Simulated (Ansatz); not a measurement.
The first iterations of a band of C$_{2}$H$_{8}$N$_{2}$O (13 atoms, charge 0, multiplicity 1).

Method: Ansatz, RKS PBE/6-31G*.

* movable images: 9
* climbing image: yes
* spring: 5.0 eV/Å²
* optimiser: quadratic models (default)
* start path: IDPP
* force threshold: 0.05 eV/Å
* iteration limit: 27
* end points: relaxed

Initial state:

```xyz
13
Properties=species:S:1:pos:R:3
C -1.784 0.229 0.155
N -0.583 -0.587 -0.071
C 0.656 0.106 0.212
N 1.846 -0.731 0.123
O 0.822 1.194 -0.702
H -1.829 1.157 -0.450
H -2.679 -0.379 -0.057
H -1.822 0.516 1.221
H -0.554 -0.871 -1.060
H 0.584 0.474 1.259
H 1.738 -1.526 0.766
H 1.886 -1.129 -0.826
H 1.738 1.512 -0.554
```

Final state:

```xyz
13
Properties=species:S:1:pos:R:3
C -1.732 0.237 0.112
N -0.508 -0.566 0.012
C 0.713 0.153 0.361
N 1.894 -0.701 0.265
O 0.925 1.368 -0.358
H -1.732 1.154 -0.512
H -2.599 -0.386 -0.163
H -1.864 0.551 1.162
H -0.409 -0.944 -0.941
H 0.603 0.483 1.410
H 1.661 -1.603 0.702
H 2.076 -0.910 -0.727
H 0.990 1.127 -1.308
```

| iteration | highest image above the first end (eV) | largest band force component (eV/Å) |
| --- | --- | --- |
| 1 | 0.238 | 0.547 |
| 2 | 0.191 | 0.365 |

**Question.** Does the band converge within its limit, and where does its top end?

**Answer.** The forces met the threshold. It ended after 6 iterations with the highest image 0.183 eV above the first end. The top lies less than 8 meV above the higher end, about what the thresholds resolve: that end is a shoulder or a very shallow well. A vibrational analysis at the climbing image gives one clearly imaginary mode, 175i cm⁻¹: a first-order saddle point.

Time of the run: 3.8 min on 1 CPU thread of a shared host.
